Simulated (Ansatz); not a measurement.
# CH6FO: the cost of one run

Method: PBE0-D4/def2-SVP; program: Ansatz 0.2.0, Gaussian basis.

116 further runs of the same task are left out: 116 set aside as unsound or not needed.

**1. The starting structure**

The start, a pair relaxed at PBE0-D4: SMILES `[OH3+].CF`, 9 atoms, charge 1, spin multiplicity 1.

Atoms are counted from 1 here; the program's logs count them from 0.

Bond lengths: O1–H2 0.971 Å, O1–H3 0.971 Å, O1–H4 1.063 Å, C5–F6 1.447 Å, C5–H7 1.087 Å, C5–H8 1.087 Å, C5–H9 1.086 Å. Angles: H2–O1–H3 110.7°, H2–O1–H4 113.9°, H3–O1–H4 113.9°, F6–C5–H7 106.9°, F6–C5–H8 106.9°, F6–C5–H9 105.0°, H7–C5–H8 112.9°, H7–C5–H9 112.3°, H8–C5–H9 112.3°.

As a file:

```xyz
9
charge 1, multiplicity 1
O    -0.39317    0.01899   -1.84552
H    -0.54436   -0.82216   -2.30710
H     0.06560    0.65085   -2.42322
H     0.05330   -0.09018   -0.88716
C     0.11925    0.07381    1.58642
F     0.66122   -0.24777    0.28394
H    -0.76222   -0.54684    1.72368
H    -0.10934    1.13626    1.58043
H     0.90963   -0.17294    2.28853
```

**2. The run**

The input, md/in.yaml:

```yaml
crystal:
  periodic: [false, false, false]
  atoms:
    - {symbol: O, position_ang: [-0.393167, 0.018986, -1.845524]}
    - {symbol: H, position_ang: [-0.544361, -0.822161, -2.307097]}
    - {symbol: H, position_ang: [0.065597, 0.650848, -2.423222]}
    - {symbol: H, position_ang: [0.053300, -0.090184, -0.887162]}
    - {symbol: C, position_ang: [0.119246, 0.073808, 1.586417]}
    - {symbol: F, position_ang: [0.661218, -0.247774, 0.283943]}
    - {symbol: H, position_ang: [-0.762219, -0.546841, 1.723685]}
    - {symbol: H, position_ang: [-0.109341, 1.136262, 1.580434]}
    - {symbol: H, position_ang: [0.909625, -0.172943, 2.288526]}
basis:
  gaussian: {orbitals: def2-SVP}
total_charge: 1
hamiltonian: {xc: pbe0, dispersion: d4}
md: {n_steps: 60, timestep: 1.0, temperature: 300, ensemble: nvt_langevin, seed: 500, friction: 0.05, initial_velocities: maxwell_boltzmann}
```

Started as:

```sh
$ ansatz run in.yaml --threads 4 --pin off --events-out ev --progress --plain --max-ram 9574MiB
```

**Question.** How long does this run take on 4 threads of Arm Neoverse V2, shared host?

About 27 s.
